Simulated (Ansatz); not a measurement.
bcc Li: LDA at its full settings (plane-wave cutoff 520 eV, 22×22×22 k mesh, Fermi–Dirac smearing 0.05 eV, scalar-relativistic PAW data made under PBE) and at cheaper ones, in a cell of 1 atom with Γ-centred meshes.

| level and setting | lattice constant a (Å) | bulk modulus (GPa) |
|---|---|---|
| LDA (Ansatz) | 3.363 | 15.1 |
| LDA (2×2×2 k mesh) (Ansatz) | 3.323 | 13.4 |
| LDA (4×4×4 k mesh) (Ansatz) | 3.417 | 13.8 |

Largest shifts from the full settings: lattice constant a +1.61 % (LDA (4×4×4 k mesh)), against a difference of -2.49 % of the full result from the reference 3.449 Å (measured, low-temperature or extrapolated to 0 K; zero-point anharmonic expansion removed, sources range from 3.443 to 3.453; as tabulated in Csonka et al. (2009), arXiv:0903.4037); bulk modulus -11.3 % (LDA (2×2×2 k mesh)), against a difference of +9.4 % of the full result from the reference 13.8 GPa (measured, corrected for temperature and zero-point phonon effects, sources range from 13.1 to 13.9; as tabulated in Levämäki et al. (2014), arXiv:1402.3671).

Ansatz's density-functional and Hartree–Fock values are scalar-relativistic unless marked +SOC, with PAW data made under PBE.

Run with cheap settings on purpose, which may leave them unconverged: LDA (2×2×2 k mesh), LDA (4×4×4 k mesh).

Ansatz is a quantum-chemistry and plane-wave program.
